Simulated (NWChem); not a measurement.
# Atomisation of sulfur dioxide (O$_{2}$S)

```xyz
3

O      1.2504     0.0000    -0.3713
S      0.0000     0.0000     0.3713
O     -1.2504     0.0000    -0.3713
```
Charge 0, spin multiplicity 1.

All runs are NWChem calculations. The geometry was optimised at PBE0/def2-SVP, a minimum by its harmonic frequencies.

Basis set: def2-TZVP. The atomisation energy is electronic alone: no zero-point, thermal, spin-orbit or counterpoise terms. No value is extrapolated to the basis-set limit. Free atoms are single determinants with multiplicities O 3, S 3.

B3LYP has NWChem's definition, with VWN1-RPA local correlation. No SCF solution was tested for a lower state. Open-shell Hartree-Fock references start from PBE0 orbitals.

### Question
One of these methods gave an atomisation energy of 102.6 kcal/mol. Which?
(A) HF
(B) LDA (SVWN5)
(C) BHandHLYP
(D) B3LYP

### Answer
A, HF. The others give 333.2 (LDA (SVWN5)), 214.5 (BHandHLYP), 249.0 (B3LYP).
